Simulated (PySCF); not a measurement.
## Silicon: highly charged ions in a basis for the neutral atom

Si¹¹⁺ [He] 2s1, Si¹²⁺ 1s2. Calculation: PySCF 2.14, in def2-SVP; the non-relativistic Hamiltonian (point nucleus). No spin-orbit coupling, so a gap to NIST mixes the basis error with missing relativistic terms.

Changed run: basis of the neutral atom used for a highly charged ion. This setting is unsound on purpose.

| species | method | sound run (hartree) | changed run (hartree) | converged |
| --- | --- | --- | --- | --- |
| Si¹¹⁺ | UHF | not run | -206.03527 | yes |
| Si¹¹⁺ | B3LYP | not run | -206.02850 | yes |
| Si¹¹⁺ | PBE | not run | -205.95221 | yes |
| Si¹²⁺ | UHF | not run | -187.28666 | yes |
| Si¹²⁺ | B3LYP | not run | -187.23302 | yes |
| Si¹²⁺ | PBE | not run | -187.16641 | yes |

Ionisation energy of Si¹¹⁺:

```
method  changed run (eV)  NIST (eV)
   UHF            510.18     523.41
 B3LYP            511.45     523.41
   PBE            511.19     523.41
```

The contracted functions were made for the neutral atom and can be too rigid for a highly charged ion.
